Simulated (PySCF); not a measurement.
Species: 1,2,5-thiadiazole, C₂H₂N₂S.
Geometry (PBE0-D3(BJ)/def2-SVP, Å), atoms numbered from 1 in this order:
```
atom  x, y, z in Å
C1    -0.3513   -0.7477    0.0284
C2     0.8216    0.0656    0.0594
N3     0.5760    1.3509   -0.0558
S4    -1.0509    1.5231   -0.1961
N5    -1.4645   -0.0640   -0.1102
H6    -0.3798   -1.8371    0.1077
H7     1.8489   -0.2909    0.1666
```

The closed-shell ground state was solved at several levels (PySCF, density fitting, gas phase, non-relativistic).

| level | basis functions | HOMO (eV) | LUMO (eV) | gap (eV) | dipole (D) |
| --- | --- | --- | --- | --- | --- |
| B3LYP/aug-cc-pVTZ-J | 292 | -7.77 | -1.98 | 5.79 | 1.54 |
| wB97X-D/def2-SVPD | 123 | -9.84 | -0.01 | 9.83 | 1.69 |
| B3LYP/def2-TZVP | 173 | -7.73 | -1.88 | 5.85 | 1.51 |
| B3LYP/6-31G* | 78 | -7.60 | -1.54 | 6.06 | 1.54 |
| B3LYP/cc-pVTZ | 182 | -7.71 | -1.81 | 5.90 | 1.49 |
| mPW1PW91/pcSseg-2 | 215 | -8.01 | -1.74 | 6.27 | 1.57 |

Estimate the row for PBE0/pcSseg-1, a basis of 102 functions; the other rows only guide the guess.

HOMO -8.10 eV, LUMO -1.69 eV, gap 6.41 eV, dipole 1.59 D.

Over all these levels, which gives the widest orbital gap and which the narrowest?

wB97X-D/def2-SVPD (range-separated hybrid) has the widest, 9.83 eV, and B3LYP/aug-cc-pVTZ-J (global hybrid, 20 % exact exchange) the narrowest, 5.79 eV. Functional and basis both differ between the two, so the spread mixes both effects.

How much does the basis alone move the frontier levels among the 4 B3LYP rows?

The HOMO by 0.17 eV and the LUMO by 0.44 eV. By rising basis size (HOMO, LUMO in eV): 6-31G* -7.60, -1.54; def2-TZVP -7.73, -1.88; cc-pVTZ -7.71, -1.81; aug-cc-pVTZ-J -7.77, -1.98.

How far do the dipole and the HOMO energy spread over the levels?

The dipole runs from 1.49 to 1.69 D (mean 1.56 D) and the HOMO from -9.84 to -7.60 eV.
